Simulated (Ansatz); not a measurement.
**Palladium, fcc under LDA: testing the Methfessel-Paxton smearing**

How small must the Methfessel-Paxton smearing width be for energy and pressure to settle? The geometry was relaxed under LDA beforehand and stays fixed; 7 values are run, from 0.01 to 1.0 eV. Wanted are the values from which on the energy stays within 10 and 1 meV/atom, and the pressure within 0.5 GPa, of the narrowest run. Within the series other settings stay, but some runs also write fields, which adds to their time. Spin polarisation is left out.

Method: DFT LDA, plane waves with PAW, scalar-relativistic, in Ansatz 0.2.0.

## (1) Starting point

The structure is cubic, space group Fm-3m (No. 225). The conventional cell has a = 3.842 Å, b = 3.842 Å, c = 3.842 Å, α = 90.00°, β = 90.00°, γ = 90.00°. Pd (site symmetry m-3m) has 12 Pd at 2.72 Å as nearest neighbours.

As a file:

```cif
data_structure
_symmetry_space_group_name_H-M 'Fm-3m'
_symmetry_Int_Tables_number 225
_cell_length_a 3.8423
_cell_length_b 3.8423
_cell_length_c 3.8423
_cell_angle_alpha 90.000
_cell_angle_beta 90.000
_cell_angle_gamma 90.000
_cell_volume 56.72
loop_
_atom_site_label
_atom_site_type_symbol
_atom_site_symmetry_multiplicity
_atom_site_Wyckoff_symbol
_atom_site_fract_x
_atom_site_fract_y
_atom_site_fract_z
_atom_site_occupancy
Pd1 Pd 4 a 0.00000 0.00000 0.00000 1
```

## (2) Run at 0.01 eV

The run at 0.01 eV.

input.yaml reads:

```yaml
crystal:
  lattice:
    - [0.0, 1.9211411165, 1.9211411165]
    - [1.9211411165, 0.0, 1.9211411165]
    - [1.9211411165, 1.9211411165, 0.0]
  atoms:
    - { symbol: Pd, position: [0.0, 0.0, 0.0] }
hamiltonian:
  xc: lda
  pseudopotentials:
    kind: paw
    azcp:
      Pd: "pseudopotentials/Pd.paw.azcp"
basis:
  ecutwfc: 420
  fft_grid_basis: typed
kpoints:
  mp_grid: { grid: [14, 14, 14], shift: [0, 0, 0] }
magnetization:
  spin_polarized: false
scf:
  occupations: { method: methfessel_paxton, width: 0.01 }
  lower_state_search: "off"
output:
  stress: true
```

Run with:

```sh
$ ansatz run input.yaml --threads 2 --pin off --max-ram 5120MiB --backend cpu --events-out ev --progress --plain --runs-dir out
```

## (3) Run at 0.03 eV

The run at 0.03 eV.

input.yaml: that of step 2 with these lines changed.

```diff
@@ -21,3 +21,3 @@
 scf:
-  occupations: { method: methfessel_paxton, width: 0.01 }
+  occupations: { method: methfessel_paxton, width: 0.03 }
   lower_state_search: "off"
```

## (4) Run at 0.1 eV

The run at 0.1 eV.

input.yaml: that of step 3 with these lines changed.

```diff
@@ -21,3 +21,3 @@
 scf:
-  occupations: { method: methfessel_paxton, width: 0.03 }
+  occupations: { method: methfessel_paxton, width: 0.1 }
   lower_state_search: "off"
```

## (5) Run at 0.2 eV

The run at 0.2 eV.

input.yaml: that of step 4 with these lines changed.

```diff
@@ -21,3 +21,3 @@
 scf:
-  occupations: { method: methfessel_paxton, width: 0.1 }
+  occupations: { method: methfessel_paxton, width: 0.2 }
   lower_state_search: "off"
@@ -25 +25,5 @@
   stress: true
+  write_density: true
+  write_potential: true
+  elf: true
+  volumetric_format: npy
```

## (6) Run at 0.3 eV

The run at 0.3 eV.

input.yaml: that of step 5 with these lines changed.

```diff
@@ -21,3 +21,3 @@
 scf:
-  occupations: { method: methfessel_paxton, width: 0.2 }
+  occupations: { method: methfessel_paxton, width: 0.3 }
   lower_state_search: "off"
@@ -25,5 +25 @@
   stress: true
-  write_density: true
-  write_potential: true
-  elf: true
-  volumetric_format: npy
```

## (7) Run at 0.6 eV

The run at 0.6 eV.

input.yaml: that of step 6 with these lines changed.

```diff
@@ -21,3 +21,3 @@
 scf:
-  occupations: { method: methfessel_paxton, width: 0.3 }
+  occupations: { method: methfessel_paxton, width: 0.6 }
   lower_state_search: "off"
@@ -25 +25,5 @@
   stress: true
+  write_density: true
+  write_potential: true
+  elf: true
+  volumetric_format: npy
```

## (8) Run at 1.0 eV

The run at 1.0 eV.

input.yaml: that of step 7 with these lines changed.

```diff
@@ -21,3 +21,3 @@
 scf:
-  occupations: { method: methfessel_paxton, width: 0.6 }
+  occupations: { method: methfessel_paxton, width: 1.0 }
   lower_state_search: "off"
```

(Steps that only read results are left out.)

**Question.** What will these runs give?

The runs gave:

```
                                           quantity                        value
       E(σ → 0) stays within 10 meV/atom of 0.01 eV                 up to 0.3 eV
                   E(σ → 0) stays within 1 meV/atom                 up to 0.1 eV
                      pressure stays within 0.5 GPa                 up to 1.0 eV
                                pressure at 0.01 eV                    -0.55 GPa
energy of a separate run on a finer mesh (23×23×23)  -16.5 meV/atom from 0.01 eV
```

**Reading.** The far end, 1.0 eV, lies -47.2 meV/atom and +0.1 GPa from the yardstick. Over the range F shifts by -62.8 meV/atom, while E(σ → 0) shifts by -47.2. This scheme cancels the term in the square of the width, so F moves little up to 0.2 eV. The mesh (14×14×14) is fixed, so the narrowest widths carry a k-point error of their own. The yardstick itself is unsettled by 16.5 meV/atom against the finer mesh, so the thresholds above hold only within this series, and wider smearing, which averages over more states, can land nearer the fine-mesh value than the narrowest does. The cell taken over is 4 % smaller than the measured one (14.71 Å³/atom, COD).
